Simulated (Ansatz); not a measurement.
C4H4F2 can be A, `FCC#CCF`, or B, `C=C/C(F)=C\F`.

Isolated molecules relaxed with PBE0-D4/def2-TZVP in Ansatz; ΔE leaves out vibrations. CCSD(T)/CBS adds triple-zeta CCSD(T) − MP2 to the extrapolated MP2 energy (def2 sets, frozen cores). Functionals use def2-TZVPP. B3LYP here is the variant with VWN-RPA as its local correlation; programs differ in this. One conformer a species, not always the lowest.

Question: Which is lower in electronic energy at CCSD(T)/CBS, and by how much? (Estimate.)

Answer: Computed: B, by 16.2 kcal/mol.

Question: Give E(B) − E(A) in kcal/mol with BLYP-D4, B3LYP, PBE0-D4, CCSD/def2-TZVPP, HF/def2-TZVPP, CCSD(T)/def2-TZVPP, B2PLYP. (Estimate.)

Answer: The calculation gave: BLYP-D4 -19.0, B3LYP -17.2, PBE0-D4 -18.7, CCSD/def2-TZVPP -15.3, HF/def2-TZVPP -13.6, CCSD(T)/def2-TZVPP -16.3, B2PLYP -15.4. None reverses the order clearly.

Question: Does the order hold for the free energy at 298.15 K (harmonic terms from PBE0-D4)? (An estimate is asked.)

Answer: The calculation gave: Yes: G(B) − G(A) = -15.7 kcal/mol, for one conformer each. Modes under 60 cm⁻¹, often nearly free rotors, make the harmonic entropy too high.

Largest T1 diagnostic: 0.012.

From PBE to PBE0 (25 % exact exchange), in def2-TZVPP and without D4, E(B) − E(A) moves by +1.0 kcal/mol. At CCSD(T), def2-SVP lies −2.9 kcal/mol from the extrapolated value and def2-TZVPP −0.1 kcal/mol.
